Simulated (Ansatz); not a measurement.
# C2H6B: the cost of one run

Method: single points in def2-TZVPPD; program: Ansatz 0.2.0, Gaussian basis.

2 further runs of the same task are left out: 2 that didn't finish.

## Step 1: The starting structure

SMILES `[CH2-]BC`, 9 atoms, charge -1, spin multiplicity 1.

Atoms are counted from 1 here; the program's logs count them from 0.

Bond lengths: C1–B2 1.408 Å, C1–H4 1.090 Å, C1–H5 1.089 Å, B2–C3 1.614 Å, B2–H6 1.291 Å, C3–H7 1.111 Å, C3–H8 1.077 Å, C3–H9 1.102 Å. Angles: B2–C1–H4 119.9°, B2–C1–H5 128.2°, H4–C1–H5 111.8°, C1–B2–C3 124.1°, C1–B2–H6 119.9°, C3–B2–H6 115.8°, B2–C3–H7 109.3°, B2–C3–H8 103.7°, B2–C3–H9 121.6°, H7–C3–H8 104.6°, H7–C3–H9 108.4°, H8–C3–H9 107.9°.

As a file:

```xyz
9
charge -1, multiplicity 1
C    -0.7903    0.7604   -0.9868
B     0.1184    0.5839    0.0747
C     0.5130   -0.8509    0.6993
H    -1.3877   -0.0815   -1.3368
H    -0.9830    1.6621   -1.5659
H     0.7624    1.5987    0.5458
H    -0.1785   -1.6256    0.3040
H     1.4627   -1.0754    0.2432
H     0.6166   -0.9994    1.7861
```

## Step 2: PBE-D4/def2-TZVPPD

run/in.yaml

```yaml
crystal:
  periodic: [false, false, false]
  atoms:
    - {symbol: C, position_ang: [-0.790281, 0.760392, -0.986818]}
    - {symbol: B, position_ang: [0.118406, 0.583882, 0.074716]}
    - {symbol: C, position_ang: [0.512997, -0.850917, 0.699317]}
    - {symbol: H, position_ang: [-1.387663, -0.081550, -1.336822]}
    - {symbol: H, position_ang: [-0.982975, 1.662100, -1.565934]}
    - {symbol: H, position_ang: [0.762433, 1.598653, 0.545769]}
    - {symbol: H, position_ang: [-0.178531, -1.625594, 0.303964]}
    - {symbol: H, position_ang: [1.462678, -1.075398, 0.243228]}
    - {symbol: H, position_ang: [0.616586, -0.999371, 1.786132]}
basis:
  gaussian: {orbitals: "def2-TZVPPD.json"}
total_charge: -1
hamiltonian: {xc: pbe, dispersion: d4}
output: {forces: true}
```

The basis file named in the input lies beside it (Basis Set Exchange, JSON).

Run with:

```console
$ ansatz run in.yaml --threads 2 --pin off --events-out ev --progress --plain --max-ram 3481MiB
```

Q: Estimate wall time and peak memory on 2 threads of AMD EPYC, shared host.

About 7 s, with a peak of 0.2 GiB.
